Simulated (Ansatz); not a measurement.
**BC (quartet): wB97M-V, B2PLYP over vertical spin and charge gaps, def2-QZVPP**

Aim: run BC (quartet) with these functionals over vertical spin and charge gaps, and hold them against the top wave-function level at the same points.

Computed with Ansatz 0.2.0, Gaussian basis. Level: def2-QZVPP, all electrons in the functionals, frozen cores in the correlation of double hybrids and RPA.

To be run: wB97M-V, B2PLYP, at charge 0, quartet; charge 0, doublet; charge 0, sextet; charge 1, triplet; charge 1, quintet.

### Step 1. What is computed

The geometry is a PBE0/def2-TZVP stationary point (not a proven minimum).

2 atoms, charge 0, spin multiplicity 4.

Atoms are counted from 1 here; the program's logs count them from 0.

Bond lengths: B1–C2 1.478 Å.

No dispersion term is added; wB97M-V holds VV10 nonlocal correlation.

The geometry shown and the zero of energy belong to the point charge 0, quartet. The yardstick, UCCSD(T), and other wave-function levels (R restricted, U unrestricted, valence and pair active spaces) come from earlier runs.

### Step 2. wB97M-V, charge 0, quartet

The input, in.yaml:

```yaml
crystal:
  periodic: [false, false, false]
  atoms:
    - {symbol: B, position_ang: [0.000000, 0.000000, 0.000000]}
    - {symbol: C, position_ang: [0.000000, 0.000000, 1.478400]}
basis:
  gaussian: {orbitals: "def2-QZVPP.json"}
magnetization: {spin_polarized: true, initial_magnetization: 3}
hamiltonian: {xc: {name: wB97M-V}}
output: {orbitals: {seedname: orbitals}}
```

Command:

```bash
ansatz run in.yaml --threads 1 --pin off --events-out ev --progress --plain --max-ram 2393MiB
```

Standard output, cut to the lines that bear on the results:

```text
Functional definition: wB97M-V
  name "wB97M-V"
  cite "Mardirossian & Head-Gordon, J. Chem. Phys. 144, 214110 (2016) doi:10.1063/1.4952647"
  cite "Becke, J. Chem. Phys. 107, 8554 (1997) doi:10.1063/1.475007"
  cite "Vydrov & Van Voorhis, J. Chem. Phys. 133, 244103 (2010) doi:10.1063/1.3521275"
  # Of w^i u^j: cxij and so on, Table III.
[...]
  gx(w, u) = 1 - cx + cx01*u + cx10*w
  gss(w, u) = css00 + css04*u^4 + css10*w + css20*w^2 + css43*w^4*u^3
  gos(w, u) = cos00 + cos10*w + (cos20 + cos21*u)*w^2 + (cos60 + cos61*u)*w^6
[...]
      + integral(e_c_pw_mod_opposite_spin*gos(b97_w_opposite, b97_u_opposite)) + vv10(b, c)
360 factors; their error is unknown
101 factors; integrals over basis functions are off by at most 5.1e-5 eV
[...]
mean field -1705.22425110 eV, -62.6658353855 hartree, gradient 6.4e-5 eV, S^2 3.753798; 2 other end points of the search recorded, 0 dependent functions left out
reference -1705.22428812 eV, -62.6658367459 hartree; 7, 4 occupied and 107, 110 virtual orbitals, 360 factors
Total energy: -1705.22428812 eV, -62.6658367459 hartree
```

Run time: 4.1 s. Hardware: 1 thread of Arm Neoverse V1, shared host.

From the report: ⟨S²⟩ of the determinant 3.754 (pure quartet: 3.75).

### Step 3. wB97M-V, charge 0, doublet

Edit in.yaml of step 2 so:

```diff
@@ -7,3 +7,3 @@
   gaussian: {orbitals: "def2-QZVPP.json"}
-magnetization: {spin_polarized: true, initial_magnetization: 3}
+magnetization: {spin_polarized: true, initial_magnetization: 1}
 hamiltonian: {xc: {name: wB97M-V}}
```

The command is unchanged.

Standard output, cut to the lines that bear on the results:

```text
Functional definition: wB97M-V
  name "wB97M-V"
  cite "Mardirossian & Head-Gordon, J. Chem. Phys. 144, 214110 (2016) doi:10.1063/1.4952647"
  cite "Becke, J. Chem. Phys. 107, 8554 (1997) doi:10.1063/1.475007"
  cite "Vydrov & Van Voorhis, J. Chem. Phys. 133, 244103 (2010) doi:10.1063/1.3521275"
  # Of w^i u^j: cxij and so on, Table III.
[...]
  gx(w, u) = 1 - cx + cx01*u + cx10*w
  gss(w, u) = css00 + css04*u^4 + css10*w + css20*w^2 + css43*w^4*u^3
  gos(w, u) = cos00 + cos10*w + (cos20 + cos21*u)*w^2 + (cos60 + cos61*u)*w^6
[...]
      + integral(e_c_pw_mod_opposite_spin*gos(b97_w_opposite, b97_u_opposite)) + vv10(b, c)
360 factors; their error is unknown
101 factors; integrals over basis functions are off by at most 5.1e-5 eV
[...]
mean field -1704.60351644 eV, -62.6430238074 hartree, gradient 3.3e-6 eV, S^2 1.756529; 6 other end points of the search recorded, 0 dependent functions left out
reference -1704.60355357 eV, -62.6430251720 hartree; 6, 5 occupied and 108, 109 virtual orbitals, 360 factors
Total energy: -1704.60355357 eV, -62.6430251720 hartree
```

Run time: 24 s. Hardware: 1 thread of Arm Neoverse V1, shared host.

From the report: ⟨S²⟩ of the determinant 1.757 (pure doublet: 0.75). The determinant is far from a pure spin state, so its energy mixes those of several spin states (harmless only where they are near-degenerate, as at dissociation).

From charge 0, quartet: +14.3 kcal/mol.

### Step 4. wB97M-V, charge 0, sextet

Edit in.yaml of step 3 so:

```diff
@@ -7,3 +7,3 @@
   gaussian: {orbitals: "def2-QZVPP.json"}
-magnetization: {spin_polarized: true, initial_magnetization: 1}
+magnetization: {spin_polarized: true, initial_magnetization: 5}
 hamiltonian: {xc: {name: wB97M-V}}
```

Launched as before.

Standard output, cut to the lines that bear on the results:

```text
Functional definition: wB97M-V
  name "wB97M-V"
  cite "Mardirossian & Head-Gordon, J. Chem. Phys. 144, 214110 (2016) doi:10.1063/1.4952647"
  cite "Becke, J. Chem. Phys. 107, 8554 (1997) doi:10.1063/1.475007"
  cite "Vydrov & Van Voorhis, J. Chem. Phys. 133, 244103 (2010) doi:10.1063/1.3521275"
  # Of w^i u^j: cxij and so on, Table III.
[...]
  gx(w, u) = 1 - cx + cx01*u + cx10*w
  gss(w, u) = css00 + css04*u^4 + css10*w + css20*w^2 + css43*w^4*u^3
  gos(w, u) = cos00 + cos10*w + (cos20 + cos21*u)*w^2 + (cos60 + cos61*u)*w^6
[...]
      + integral(e_c_pw_mod_opposite_spin*gos(b97_w_opposite, b97_u_opposite)) + vv10(b, c)
360 factors; their error is unknown
101 factors; integrals over basis functions are off by at most 5.1e-5 eV
[...]
mean field -1700.88136315 eV, -62.5062371970 hartree, gradient 7.4e-6 eV, S^2 8.751058; 0 other end points of the search recorded, 0 dependent functions left out
reference -1700.88139917 eV, -62.5062385205 hartree; 8, 3 occupied and 106, 111 virtual orbitals, 360 factors
Total energy: -1700.88139917 eV, -62.5062385205 hartree
```

Wall time 3.5 s (1 thread of Arm Neoverse V1, shared host).

From the report: ⟨S²⟩ of the determinant 8.751 (pure sextet: 8.75).

From charge 0, quartet: +100.1 kcal/mol.

### Step 5. wB97M-V, charge 1, triplet

Edit in.yaml of step 4 so:

```diff
@@ -7,3 +7,4 @@
   gaussian: {orbitals: "def2-QZVPP.json"}
-magnetization: {spin_polarized: true, initial_magnetization: 5}
+total_charge: 1
+magnetization: {spin_polarized: true, initial_magnetization: 2}
 hamiltonian: {xc: {name: wB97M-V}}
```

The command is unchanged.

Standard output, cut to the lines that bear on the results:

```text
Functional definition: wB97M-V
  name "wB97M-V"
  cite "Mardirossian & Head-Gordon, J. Chem. Phys. 144, 214110 (2016) doi:10.1063/1.4952647"
  cite "Becke, J. Chem. Phys. 107, 8554 (1997) doi:10.1063/1.475007"
  cite "Vydrov & Van Voorhis, J. Chem. Phys. 133, 244103 (2010) doi:10.1063/1.3521275"
  # Of w^i u^j: cxij and so on, Table III.
[...]
  gx(w, u) = 1 - cx + cx01*u + cx10*w
  gss(w, u) = css00 + css04*u^4 + css10*w + css20*w^2 + css43*w^4*u^3
  gos(w, u) = cos00 + cos10*w + (cos20 + cos21*u)*w^2 + (cos60 + cos61*u)*w^6
[...]
      + integral(e_c_pw_mod_opposite_spin*gos(b97_w_opposite, b97_u_opposite)) + vv10(b, c)
360 factors; their error is unknown
101 factors; integrals over basis functions are off by at most 5.1e-5 eV
[...]
mean field -1694.54760721 eV, -62.2734759594 hartree, gradient 1.6e-5 eV, S^2 2.711634; 2 other end points of the search recorded, 0 dependent functions left out
reference -1694.54764562 eV, -62.2734773710 hartree; 6, 4 occupied and 108, 110 virtual orbitals, 360 factors
Total energy: -1694.54764562 eV, -62.2734773710 hartree
```

Wall time 8 s (1 thread of Arm Neoverse V1, shared host).

From the report: ⟨S²⟩ of the determinant 2.712 (pure triplet: 2.00). The determinant is far from a pure spin state, so its energy mixes those of several spin states (harmless only where they are near-degenerate, as at dissociation).

From charge 0, quartet: +246.2 kcal/mol.

### Step 6. wB97M-V, charge 1, quintet

Edit in.yaml of step 5 so:

```diff
@@ -8,3 +8,3 @@
 total_charge: 1
-magnetization: {spin_polarized: true, initial_magnetization: 2}
+magnetization: {spin_polarized: true, initial_magnetization: 4}
 hamiltonian: {xc: {name: wB97M-V}}
```

The command is unchanged.

Standard output, cut to the lines that bear on the results:

```text
Functional definition: wB97M-V
  name "wB97M-V"
  cite "Mardirossian & Head-Gordon, J. Chem. Phys. 144, 214110 (2016) doi:10.1063/1.4952647"
  cite "Becke, J. Chem. Phys. 107, 8554 (1997) doi:10.1063/1.475007"
  cite "Vydrov & Van Voorhis, J. Chem. Phys. 133, 244103 (2010) doi:10.1063/1.3521275"
  # Of w^i u^j: cxij and so on, Table III.
[...]
  gx(w, u) = 1 - cx + cx01*u + cx10*w
  gss(w, u) = css00 + css04*u^4 + css10*w + css20*w^2 + css43*w^4*u^3
  gos(w, u) = cos00 + cos10*w + (cos20 + cos21*u)*w^2 + (cos60 + cos61*u)*w^6
[...]
      + integral(e_c_pw_mod_opposite_spin*gos(b97_w_opposite, b97_u_opposite)) + vv10(b, c)
360 factors; their error is unknown
101 factors; integrals over basis functions are off by at most 5.1e-5 eV
[...]
mean field -1694.48122076 eV, -62.2710363023 hartree, gradient 1.4e-5 eV, S^2 6.000884; 0 other end points of the search recorded, 0 dependent functions left out
reference -1694.48125811 eV, -62.2710376749 hartree; 7, 3 occupied and 107, 111 virtual orbitals, 360 factors
Total energy: -1694.48125811 eV, -62.2710376749 hartree
```

Run time: 3.2 s. Hardware: 1 thread of Arm Neoverse V1, shared host.

From the report: ⟨S²⟩ of the determinant 6.001 (pure quintet: 6.00).

From charge 0, quartet: +247.7 kcal/mol.

### Step 7. B2PLYP, charge 0, quartet

The input, in.yaml:

```yaml
crystal:
  periodic: [false, false, false]
  atoms:
    - {symbol: B, position_ang: [0.000000, 0.000000, 0.000000]}
    - {symbol: C, position_ang: [0.000000, 0.000000, 1.478400]}
basis:
  gaussian: {orbitals: "def2-QZVPP.json"}
magnetization: {spin_polarized: true, initial_magnetization: 3}
hamiltonian: {xc: {name: B2PLYP}}
correlation: {electrons: outside_noble_gas}
```

Same command.

Standard output, cut to the lines that bear on the results:

```text
Functional definition: B2PLYP
  name "B2PLYP"
  cite "Grimme, J. Chem. Phys. 124, 034108 (2006) doi:10.1063/1.2148954"
  cite "Becke, Phys. Rev. A 38, 3098 (1988) doi:10.1103/PhysRevA.38.3098"
  cite "Lee, Yang & Parr, Phys. Rev. B 37, 785 (1988) doi:10.1103/PhysRevB.37.785"
[...]
698 factors; integrals over basis functions are off by at most 1.2e-3 eV
[...]
mean field -1702.61175609 eV, -62.5698279647 hartree, gradient 2.0e-6 eV, S^2 3.756426; 4 other end points of the search recorded, 0 dependent functions left out
2 core orbitals not correlated: weight in the atoms' cores, before any rotation towards them, 1.000 or more for the frozen orbitals, at most 0.000 for the correlated occupied ones
reference -1702.61187058 eV, -62.5698321720 hartree; 5, 2 occupied and 107, 110 virtual orbitals, 698 factors
second order -6.09972099 eV of doubles, -0.00000000 eV of singles
Total energy: -1704.25879525 eV, -62.6303555372 hartree
```

Run time: 3.5 s. Hardware: 1 thread of Arm Neoverse V1, shared host.

From the report: ⟨S²⟩ of the determinant 3.756 (pure quartet: 3.75).

### Step 8. B2PLYP, charge 0, doublet

Edit in.yaml of step 7 so:

```diff
@@ -7,3 +7,3 @@
   gaussian: {orbitals: "def2-QZVPP.json"}
-magnetization: {spin_polarized: true, initial_magnetization: 3}
+magnetization: {spin_polarized: true, initial_magnetization: 1}
 hamiltonian: {xc: {name: B2PLYP}}
```

The command is unchanged.

Standard output, cut to the lines that bear on the results:

```text
Functional definition: B2PLYP
  name "B2PLYP"
  cite "Grimme, J. Chem. Phys. 124, 034108 (2006) doi:10.1063/1.2148954"
  cite "Becke, Phys. Rev. A 38, 3098 (1988) doi:10.1103/PhysRevA.38.3098"
  cite "Lee, Yang & Parr, Phys. Rev. B 37, 785 (1988) doi:10.1103/PhysRevB.37.785"
[...]
698 factors; integrals over basis functions are off by at most 1.2e-3 eV
[...]
mean field -1702.25157312 eV, -62.5565914846 hartree, gradient 5.0e-8 eV, S^2 1.777249; 12 other end points of the search recorded, 0 dependent functions left out
2 core orbitals not correlated: weight in the atoms' cores, before any rotation towards them, 1.000 or more for the frozen orbitals, at most 0.000 for the correlated occupied ones
reference -1702.25168651 eV, -62.5565956517 hartree; 4, 3 occupied and 108, 109 virtual orbitals, 698 factors
second order -5.73761852 eV of doubles, -0.00000000 eV of singles
Total energy: -1703.80084351 eV, -62.6135261214 hartree
```

Wall time 24 s (1 thread of Arm Neoverse V1, shared host).

From the report: ⟨S²⟩ of the determinant 1.777 (pure doublet: 0.75). The determinant is far from a pure spin state, so its energy mixes those of several spin states (harmless only where they are near-degenerate, as at dissociation).

From charge 0, quartet: +10.6 kcal/mol.

### Step 9. B2PLYP, charge 0, sextet

Edit in.yaml of step 8 so:

```diff
@@ -7,3 +7,3 @@
   gaussian: {orbitals: "def2-QZVPP.json"}
-magnetization: {spin_polarized: true, initial_magnetization: 1}
+magnetization: {spin_polarized: true, initial_magnetization: 5}
 hamiltonian: {xc: {name: B2PLYP}}
```

The command is unchanged.

Standard output, cut to the lines that bear on the results:

```text
Functional definition: B2PLYP
  name "B2PLYP"
  cite "Grimme, J. Chem. Phys. 124, 034108 (2006) doi:10.1063/1.2148954"
  cite "Becke, Phys. Rev. A 38, 3098 (1988) doi:10.1103/PhysRevA.38.3098"
  cite "Lee, Yang & Parr, Phys. Rev. B 37, 785 (1988) doi:10.1103/PhysRevB.37.785"
[...]
698 factors; integrals over basis functions are off by at most 1.2e-3 eV
[...]
mean field -1699.01862538 eV, -62.4377828467 hartree, gradient 6.4e-6 eV, S^2 8.752084; 0 other end points of the search recorded, 0 dependent functions left out
2 core orbitals not correlated: weight in the atoms' cores, before any rotation towards them, 1.000 or more for the frozen orbitals, at most 0.000 for the correlated occupied ones
reference -1699.01874427 eV, -62.4377872156 hartree; 6, 1 occupied and 106, 111 virtual orbitals, 698 factors
second order -3.72387450 eV of doubles, -0.00000000 eV of singles
Total energy: -1700.02419038 eV, -62.4747366788 hartree
```

It took 2.1 s on 1 thread of Arm Neoverse V1, shared host.

From the report: ⟨S²⟩ of the determinant 8.752 (pure sextet: 8.75).

From charge 0, quartet: +97.7 kcal/mol.

### Step 10. B2PLYP, charge 1, triplet

Edit in.yaml of step 9 so:

```diff
@@ -7,3 +7,4 @@
   gaussian: {orbitals: "def2-QZVPP.json"}
-magnetization: {spin_polarized: true, initial_magnetization: 5}
+total_charge: 1
+magnetization: {spin_polarized: true, initial_magnetization: 2}
 hamiltonian: {xc: {name: B2PLYP}}
```

The command is unchanged.

Standard output, cut to the lines that bear on the results:

```text
Functional definition: B2PLYP
  name "B2PLYP"
  cite "Grimme, J. Chem. Phys. 124, 034108 (2006) doi:10.1063/1.2148954"
  cite "Becke, Phys. Rev. A 38, 3098 (1988) doi:10.1103/PhysRevA.38.3098"
  cite "Lee, Yang & Parr, Phys. Rev. B 37, 785 (1988) doi:10.1103/PhysRevB.37.785"
[...]
698 factors; integrals over basis functions are off by at most 1.2e-3 eV
[...]
mean field -1692.58461260 eV, -62.2013372381 hartree, gradient 2.0e-6 eV, S^2 2.855065; 5 other end points of the search recorded, 0 dependent functions left out
2 core orbitals not correlated: weight in the atoms' cores, before any rotation towards them, 1.000 or more for the frozen orbitals, at most 0.000 for the correlated occupied ones
reference -1692.58472902 eV, -62.2013415162 hartree; 4, 2 occupied and 108, 110 virtual orbitals, 698 factors
second order -3.93877121 eV of doubles, -0.00000000 eV of singles
Total energy: -1693.64819724 eV, -62.2404232527 hartree
```

Run time: 8 s. Hardware: 1 thread of Arm Neoverse V1, shared host.

From the report: ⟨S²⟩ of the determinant 2.855 (pure triplet: 2.00). The determinant is far from a pure spin state, so its energy mixes those of several spin states (harmless only where they are near-degenerate, as at dissociation).

From charge 0, quartet: +244.7 kcal/mol.

### Step 11. B2PLYP, charge 1, quintet

Edit in.yaml of step 10 so:

```diff
@@ -8,3 +8,3 @@
 total_charge: 1
-magnetization: {spin_polarized: true, initial_magnetization: 2}
+magnetization: {spin_polarized: true, initial_magnetization: 4}
 hamiltonian: {xc: {name: B2PLYP}}
```

Launched as before.

Standard output, cut to the lines that bear on the results:

```text
Functional definition: B2PLYP
  name "B2PLYP"
  cite "Grimme, J. Chem. Phys. 124, 034108 (2006) doi:10.1063/1.2148954"
  cite "Becke, Phys. Rev. A 38, 3098 (1988) doi:10.1103/PhysRevA.38.3098"
  cite "Lee, Yang & Parr, Phys. Rev. B 37, 785 (1988) doi:10.1103/PhysRevB.37.785"
[...]
698 factors; integrals over basis functions are off by at most 1.2e-3 eV
[...]
mean field -1692.57306121 eV, -62.2009127321 hartree, gradient 3.5e-6 eV, S^2 6.001219; 0 other end points of the search recorded, 0 dependent functions left out
2 core orbitals not correlated: weight in the atoms' cores, before any rotation towards them, 1.000 or more for the frozen orbitals, at most 0.000 for the correlated occupied ones
reference -1692.57317746 eV, -62.2009170044 hartree; 5, 1 occupied and 107, 111 virtual orbitals, 698 factors
second order -3.67878272 eV of doubles, -0.00000000 eV of singles
Total energy: -1693.56644880 eV, -62.2374190527 hartree
```

It took 2.1 s on 1 thread of Arm Neoverse V1, shared host.

From the report: ⟨S²⟩ of the determinant 6.001 (pure quintet: 6.00).

From charge 0, quartet: +246.6 kcal/mol.

### Step 12. The comparison

No level is safe as a reference over these points; UCCSD(T) serves as a yardstick only. It comes from earlier runs at the same points. Energies in kcal/mol, counted from charge 0, quartet; blanks weren't run or aren't comparable.

```
   level  quartet to doublet  quartet to sextet  ionisation to the triplet cation  ionisation to the quintet cation
UCCSD(T)                10.7               95.1                             244.2                             247.1
 wB97M-V                14.3              100.1                             246.2                             247.7
  B2PLYP                10.6               97.7                             244.7                             246.6
```

Largest miss and mean time a point (UCCSD(T) took 16 s a point; shared hosts):

```
  level  largest miss (kcal/mol)              where  time a point
wB97M-V                     +5.1  quartet to sextet         8.6 s
 B2PLYP                     +2.6  quartet to sextet         7.9 s
```

### Step 13. Summary of results

| quantity | value |
| --- | --- |
| quartet to doublet, UCCSD(T) | 10.7 kcal/mol |
| quartet to sextet, UCCSD(T) | 95.1 kcal/mol |
| ionisation to the triplet cation, UCCSD(T) | 244.2 kcal/mol |
| ionisation to the quintet cation, UCCSD(T) | 247.1 kcal/mol |
| largest miss, wB97M-V | +5.1 kcal/mol (quartet to sextet) |
| largest miss, B2PLYP | +2.6 kcal/mol (quartet to sextet) |

Of the functionals, B2PLYP keep the smallest largest miss at the points compared (at most 2.6 kcal/mol) and wB97M-V strays most (5.1 kcal/mol, at quartet to sextet). wB97M-V, B2PLYP clearly break the spin symmetry at some points (⟨S²⟩ up to 1.03 above the pure value), so energy there is bought with a mixed spin. Functionals and the yardstick converge differently with the basis, so part of each miss in def2-QZVPP is the basis. The yardstick itself may be off where one determinant is a poor start.
